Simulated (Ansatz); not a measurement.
The input, for Ansatz 0.2.0:

```yaml
crystal:
  periodic: [false, false, false]
  atoms:
    - {symbol: Si, position_ang: [0.000000, -0.038790, 1.445239]}
    - {symbol: Al, position_ang: [0.000000, -0.008742, -1.526609]}
    - {symbol: H, position_ang: [0.000000, 1.314894, 0.595258]}
basis:
  gaussian: {orbitals: 6-31G}
magnetization: {spin_polarized: false, initial_magnetization: 2}
correlation: {method: fci, electrons: outside_noble_gas}
```

```sh
$ ansatz run in.yaml --threads 1 --pin off --events-out ev --progress --plain --max-ram 2393MiB
```

Problem. Roughly how long does this take on 1 thread of Intel Xeon Platinum 8259CL, shared host, and how much host memory?

Solution. 44 s wall and 0.67 GiB.

```
564 factors; integrals over basis functions are off by at most 9.8e-8 eV
mean field evaluation 1: about -14456.3102 eV, gradient 6.1e0 eV
mean field evaluation 2: about -14456.3115 eV, gradient 6.1e0 eV
mean field evaluation 4: about -14456.7758 eV, gradient 1.1e0 eV
mean field evaluation 8: about -14456.8105 eV, gradient 1.2e-2 eV
mean field evaluation 16: about -14455.3533 eV, gradient 1.7e-1 eV
mean field evaluation 32: about -14456.5603 eV, gradient 1.5e0 eV
mean field -14456.81054423 eV, -531.2779883224 hartree, gradient 1.9e-6 eV, S^2 2.000000; 6 other end points of the search recorded, 0 dependent functions left out
mean field evaluation 64: about -14456.9104 eV, gradient 5.4e-1 eV
determinant -14456.81054423 eV, -531.2779883224 hartree, with singles and doubles -14459.33923197 eV, -531.3709158826 hartree
determinant -14455.35258256 eV, -531.2244092190 hartree, with singles and doubles -14457.69060446 eV, -531.3103299391 hartree
10 core orbitals not correlated: weight in the atoms' cores, before any rotation towards them, 1.000 or more for the frozen orbitals, at most 0.000 for the correlated occupied ones
reference -14456.81054423 eV, -531.2779883224 hartree; 5, 3 occupied and 13, 15 virtual orbitals, 564 factors
state -14459.44673840 eV, -531.3748666710 hartree
Total energy: -14459.44673840 eV, -531.3748666710 hartree
```
